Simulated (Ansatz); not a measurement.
**Worked example: the step energy**

An elementary step of CH7BO, closed shell (CH₅B ([BH2][CH3]) + H₂O → BH₃O ([BH2][OH]) + CH₄; B–C, H–O broken or loosened, B–O, C–H formed or tightened). “Start” and “end” are the PBE0-D4/def2-TZVP structures reached by relaxing down either side of its saddle point, with the molecules still in contact.

Ansatz 0.2.0; basis: def2-TZVPP and def2-QZVPP; cores frozen in the correlated methods.

Energies in eV:

| quantity | end | start |
| --- | --- | --- |
| Hartree–Fock, triple zeta (X = 3) | -3852.76728 | -3851.32299 |
| Hartree–Fock, quadruple zeta (X = 4) | -3852.97186 | -3851.51340 |
| MP2 correlation, X = 3 | -14.96140 | -15.36563 |
| MP2 correlation, X = 4 | -16.01049 | -16.42043 |
| CCSD(T) correlation, X = 3 | -16.47345 | -16.85653 |

Task: Work out the step energy at the basis limit: extrapolate Hartree–Fock as E(X) = E∞ + A exp(−7.88 √X) and the MP2 correlation as E(X) = E∞ + B X^−2.97 (the exponents that Neese and Valeev fitted for def2-TZVPP and QZVPP), then add CCSD(T) − MP2 in triple zeta.

Result: Each step is linear, so take the differences first (end − start): Hartree–Fock -1.44429 (X = 3) and -1.45846 (X = 4); MP2 correlation 0.40423 and 0.40994; CCSD(T) correlation 0.38308.
Two points give E∞ = E(4) + w [E(4) − E(3)], with w = 1/(exp(7.88 (2 − √3)) − 1) = 0.1377 for Hartree–Fock and w = 1/((4/3)^2.97 − 1) = 0.7407 for the correlation.
Hartree–Fock: -1.45846 + 0.1377 × (-0.01417) = -1.4604 eV.
MP2 correlation: 0.40994 + 0.7407 × 0.00571 = 0.4142 eV.
CCSD(T) − MP2: 0.38308 − 0.40423 = -0.0212 eV.
Sum: -1.4604 + 0.4142 + (-0.0212) = -1.0674 eV, or -24.61 kcal/mol. Plain CCSD(T) in triple zeta gives -1.0612 eV, so the larger basis shifts the result by -0.0062 eV.

No T1 diagnostic of these runs exceeds 0.012.

The step is the kind of ligand exchange by which a precursor binds to a hydroxyl group, or is hydrolysed, in atomic layer deposition of oxides.

Labels in which every atom is bracketed show which atoms are joined, not bond orders.

For scale, one of the runs: CCSD(T)/def2-TZVPP, 191 basis functions (an equivalent command: `ansatz run in.yaml --threads 2`). Time: 23 s of wall clock on 2 CPU threads; the host was shared. Peak host memory: 2.4 GiB.
